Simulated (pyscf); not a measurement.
This saddle point was located with ωB97X-D3(BJ)/def2-SVP in PySCF.

```xyz
6

Se     1.5451     2.1961     0.0901
Si     0.2157     0.6668    -0.2761
H     -0.4642    -0.1280     0.9989
H     -0.8652     0.5462    -1.2777
F      0.8252    -1.1036    -0.3298
H      0.1214    -0.9208     0.5564
```

Surface: singlet, charge 0. Lowest wavenumbers (cm⁻¹): 1228i, 184, 445, 553, 655.

Which two sides does it connect, and which bonds change?

H₂Si=Se + HF <-> F–SiH=Se + H₂, a four-centre exchange read from left to right: H–Si, F–H broken and F–Si, H–H formed. At ωB97M-D3(BJ)/def2-TZVP it lies +10.7 kcal/mol from the left side and +41.0 kcal/mol from the right (each side as separated species at their lowest minima found). On the reactant side the descent ends in an adduct with a F–Si contact (not fully relaxed), 8.8 kcal/mol under the separated species and 20.4 kcal/mol under the saddle at ωB97X-D3(BJ)/def2-TZVP. What is counted as formed (F–Si) is already present as a longer contact in the reactant adduct; forming that adduct is a step of its own. One saddle was located; it need not be the lowest between these sides. Elements up to Kr have no core potential and no relativistic terms here.
